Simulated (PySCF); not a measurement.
Cartesian coordinates (Å):
SMILES: [Cl]
```xyz
1

Cl     0.0000     0.0000     0.0000
```
Charge 0, spin multiplicity 2.

Task: What highest occupied spin orbital, total energy and dipole moment does TPSSh-D3(BJ)/def2-TZVP (PySCF 2.14.0) give?

Result: 
| Property | Result |
|---|---|
| highest occupied spin orbital | -8.78 eV |
| total energy | -460.1642 Ha |
| dipole moment | 0.00 D |
